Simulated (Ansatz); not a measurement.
# Wavefunction methods compared: Al2, triplet

Program: Ansatz, Gaussian basis, development build; BCCD, MP3, OMP3 by scripts on PySCF. Basis cc-pV(T+d)Z, 10 core orbitals frozen, nonrelativistic. Perturbation and coupled-cluster methods stand on the Hartree–Fock determinant that coupled cluster favours; RHF here means ROHF, with semicanonical perturbation theory. 

Correlation energy of CCSD(T), then each method's total less that of CCSD(T), in eV:

| case | E corr CCSD(T) | MP2 | MP3 | UOMP3 | CCSD | BCCD | BCCD(T) | determinant |
| --- | --- | --- | --- | --- | --- | --- | --- | --- |
| 2.700 Å RHF | -3.573 | +0.892 | +0.297 | +0.267 | +0.181 | +0.187 | -0.001 | T1 = 0.032 |
| 2.700 Å UHF | -3.416 | +0.924 | +0.331 | +0.266 | +0.172 | +0.181 | -0.001 | T1 = 0.026, ⟨S²⟩ = 2.039 |

How far does CCSDT lie from CCSD(T) in each case, and where is CCSD(T) within 1 kcal/mol (0.043 eV)?

2.700 Å RHF: -0.045 eV (outside); 2.700 Å UHF: -0.047 eV (outside).

Several Brueckner solutions were met.
